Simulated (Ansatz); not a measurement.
Cartesian coordinates in Å:
```
F 1.123 0.259 1.869
C 0.381 0.848 0.868
C 0.389 -0.037 -0.340
O -0.574 0.309 -1.350
C -0.734 -0.890 -0.685
F -0.519 -1.993 -1.427
H -0.640 1.004 1.227
H 0.828 1.819 0.634
H 1.365 -0.319 -0.728
H -1.621 -1.002 -0.067
```

Charge 0, multiplicity 1.

(1) List the r2SCAN/def2-TZVPP orbital energies in eV (the Gaussian-basis code of Ansatz). (Best estimate.)

Results:

(1) The calculation gave: Occupied: -666.75, -666.36, -517.06, -277.01, -275.64, -275.22, -32.68, -31.92, -29.43, -19.97, -17.66, -16.55, -14.49, -13.92, -13.17, -12.67, -12.24, -11.55, -11.03, -9.79, -9.22, -9.02, -7.95, -7.57. Lowest empty: 0.39, 1.52, 1.85, 2.04, 2.56, 2.98, 3.46, 3.64.
